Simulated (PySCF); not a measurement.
# Property card for `NC(=O)CC=O`

Compound: C3H5NO2.
Numbering: `[NH2:1][C:2](=[O:3])[CH2:4][CH:5]=[O:6]` (hydrogens: H7, H8 on N1; H9, H10 on C4; H11 on C5)

Among its groups: amide and aldehyde.

From GFN2-xTB geometry:

| Quantity | Value |
| --- | --- |
| Point group of the GFN2-xTB geometry | C1 |
| Rotational constants A, B, C of the GFN2-xTB geometry | 7.384, 2.716, 2.161 GHz |

**PBE0/def2-SVPD ground state and vertical TDDFT (core frozen in the response) (PySCF)**

| Item | Value |
| --- | --- |
| Dipole moment | 1.92 D |
| HOMO energy | -7.70 eV |
| LUMO energy | -1.62 eV |
| HOMO–LUMO gap | 6.08 eV |
| Lowest singlet excitation | 4.25 eV (292 nm, f = 0.003) |
| Strongest line among the 8 lowest singlet transitions | S6 at 7.41 eV (167 nm, f = 0.072) |
| Lowest triplet excitation (Tamm–Dancoff) | 3.63 eV |
| Static isotropic polarisability | 51.1 au |
| Electronic spatial extent ⟨r²⟩ about the centre of nuclear charge | 556 bohr² |

Monoisotopic mass from the formula: 87.0320 u.

The dipole equals about 6.4 × 10⁻³⁰ C·m (1 D = 3.33564 × 10⁻³⁰ C·m). The rotational constants make it an asymmetric top with κ = (2B − A − C)/(A − C) = -0.79, nearer the prolate limit (−1). With B = h/(8π²I), that is 505.379 GHz u Å² over I, the principal moments of inertia are 68.4, 186.1 and 233.9 u Å² (most abundant isotopes). The largest Löwdin shares of the HOMO are 0.57 on O3, 0.11 on C4, 0.10 on O6 and 0.09 on C2. In wavenumbers S1 is 34300 cm⁻¹ (1 eV = 8065.54 cm⁻¹). The polarisability is 7.58 Å³ as a volume (1 au = 0.148185 Å³), or 1.11 au for each of the 46 electrons.

Isolated species at its GFN2-xTB geometry (one conformer only).

Conformer computed: `[NH2:1][C:2](=[O:3])[CH2:4][CH:5]=[O:6]`: N1–C2–C4–C5 -56°, C2–C4–C5–O6 59°, H–N1–C2–O3 -166°, H–N1–C2–O3 -8°.
